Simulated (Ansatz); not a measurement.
in.yaml

```yaml
crystal:
  periodic: [false, false, false]
  atoms:
    - {symbol: C, position_ang: [0.000000, -0.066939, 0.017718]}
    - {symbol: H, position_ang: [0.000000, 0.450117, -1.225009]}
    - {symbol: H, position_ang: [0.000000, 0.347529, 1.013879]}
basis:
  gaussian: {orbitals: cc-pVDZ, point_charges: [{charge: -1.00, position_ang: [4.080, 0.442, -0.192]}]}
magnetization: {spin_polarized: false, initial_magnetization: 2}
correlation: {method: ccsdt, electrons: all}
scf: {lower_state_search: off}
output: {forces: true}
```

```sh
$ ansatz run in.yaml --threads 1 --pin off --events-out ev --progress --plain --max-ram 2393MiB
```

Log:

```
these checks for a lower state are left out or cut short: starts, cluster_reference, orbital_swaps, neighbouring_geometries, increment
407 factors; integrals over basis functions are off by at most 2.1e-7 eV
mean field evaluation 1: about -1057.5058 eV, gradient 9.1e0 eV
mean field evaluation 2: about -1057.5057 eV, gradient 9.1e0 eV
mean field evaluation 4: about -1058.1773 eV, gradient 6.2e-1 eV
mean field evaluation 8: about -1058.1832 eV, gradient 8.2e-4 eV
mean field -1058.18316365 eV, -38.8875140020 hartree, gradient 1.9e-6 eV, S^2 2.000000; 0 other end points of the search recorded, 0 dependent functions left out
reference -1058.18316365 eV, -38.8875140020 hartree; 5, 3 occupied and 19, 21 virtual orbitals, 407 factors
second order -2.72105431 eV of doubles, -0.07546547 eV of singles
cycle   1  -3.24237939 eV  change   -4.4e-1 eV  update   4.8e-2
cycle   2  -3.47392893 eV  change   -2.3e-1 eV  update   2.1e-2
cycle   3  -3.48455456 eV  change   -1.1e-2 eV  update   7.0e-3
cycle   4  -3.48835338 eV  change   -3.8e-3 eV  update   3.3e-3
cycle   5  -3.48809425 eV  change    2.6e-4 eV  update   1.6e-3
cycle   6  -3.48863170 eV  change   -5.4e-4 eV  update   6.8e-4
cycle   7  -3.48919374 eV  change   -5.6e-4 eV  update   3.1e-4
cycle   8  -3.48904522 eV  change    1.5e-4 eV  update   1.2e-4
cycle   9  -3.48902434 eV  change    2.1e-5 eV  update   4.6e-5
cycle  10  -3.48905458 eV  change   -3.0e-5 eV  update   2.1e-5
cycle  11  -3.48906193 eV  change   -7.4e-6 eV  update   9.0e-6
cycle  12  -3.48905519 eV  change    6.7e-6 eV  update   3.3e-6
cycle  13  -3.48905198 eV  change    3.2e-6 eV  update   1.1e-6
cycle  14  -3.48905190 eV  change    8.0e-8 eV  update   4.1e-7
the calculation of the forces begins
Total energy: -1061.67221555 eV, -39.0157342942 hartree
Atom 0 at     0.000000    -0.066939     0.017718 Å, force    -0.215134     1.053787    -4.902539 eV/Å
Atom 1 at     0.000000     0.450117    -1.225009 Å, force     0.086063    -1.589121     4.354432 eV/Å
Atom 2 at     0.000000     0.347529     1.013879 Å, force     0.116611     0.511027     0.546490 eV/Å
Dipole moment:     0.053353     0.122034     0.010724 e Å
Checks for a lower state left out: starts, cluster_reference, orbital_swaps, neighbouring_geometries, increment
```

Forces (eV/Å):
```
C   -0.215  1.054 -4.903
H    0.086 -1.589  4.354
H    0.117  0.511  0.546
```

Ran on 1 thread of Arm Neoverse V1, shared host: 8 s wall, 0.19 GiB peak host memory.
